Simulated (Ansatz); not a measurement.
System: bcc V. Method: HSE06 (PAW; Ansatz, a quantum-chemistry and plane-wave program).

Numerical settings: plane-wave cutoff 460 eV, 14×14×14 k mesh, Fermi–Dirac smearing 0.05 eV, no spin polarisation, scalar-relativistic PAW data made under PBE.

The volume scan:

| V (Å³/atom) | E − E_lowest (meV/atom) | P (GPa) |
|---|---|---|
| 12.349 | 22.92 | 11.84 |
| 12.674 | 5.47 | 5.51 |
| 13.018 | 0.00 | -0.30 |
| 13.324 | 4.98 | -4.85 |
| 13.649 | 19.25 | -9.16 |

### Question
Estimate the bulk modulus from the pressures at 12.674 and 13.324 Å³/atom, and compare it with a fit to all energies.

### Answer
B = −V dP/dV. Between V = 12.674 and 13.324 Å³/atom, dP/dV = (-4.85 − (5.51))/(13.324 − 12.674) = -15.9 GPa per Å³/atom; at the midpoint 12.999 Å³/atom this gives B ≈ 207 GPa. The third-order Birch–Murnaghan fit gives V0 = 13.000 Å³/atom, B0 = 207 GPa, B′ = 4.1, which lies within 1 % of that estimate.

Measured, for comparison: bulk modulus 161 GPa (corrected for temperature and zero-point phonon effects, our sources range from 159 to 166; as tabulated in Levämäki et al. (2014), arXiv:1402.3671); equilibrium volume per atom 13.79 Å³/atom (static lattice: zero-point anharmonic expansion removed; as tabulated in Mejia-Rodriguez and Trickey (2018), arXiv:1807.09216). Computed (rounded) less measured: bulk modulus +29 % (+25 % to +30 % over the range), equilibrium volume per atom -5.7 %.

Computed values are for the static lattice.

It cost roughly 15 core-minutes of CPU time.
